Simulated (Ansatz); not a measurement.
**Rock-salt ZrC**

These are HSE06 (Ansatz, a program for electronic structure, plane waves, PAW) values and carry that method's errors.

Run with plane-wave cutoff 500 eV, 10×10×10 k mesh, Fermi–Dirac smearing 0.05 eV, scalar-relativistic PAW data made under PBE.

Cell (relaxed at this level):

```xyz
2
Lattice="0.0000 2.3456 2.3456 2.3456 0.0000 2.3456 2.3456 2.3456 0.0000" Properties=species:S:1:pos:R:3 pbc="T T T"
Zr     0.0000     0.0000     0.0000
C      2.3456     2.3456     2.3456
```

For rock-salt ZrC, the volume per atom is 12.90 Å³/atom and the equilibrium lattice constant a comes out as 4.691 Å.

Measured, for comparison: equilibrium volume per atom 12.95 Å³/atom, lattice constant a 4.696 Å (temperature not stated, no zero-point or thermal correction; as tabulated in Zhang et al. (2018), doi:10.1088/1367-2630/aac7f0). Computed (rounded) less measured: equilibrium volume per atom -0.4 %, lattice constant a -0.1 %. A static lattice is as a rule a little smaller and stiffer than an uncorrected measurement, which narrows the difference in the equilibrium volume per atom and would widen misses of the other sign.

Note: exact exchange on metals is sensitive to the k mesh and can open a false gap; the run warned that the count of filled bands differs between k points.

Computed values are for the static lattice.

Cost on a shared machine: about 4 core-minutes (a rough figure).
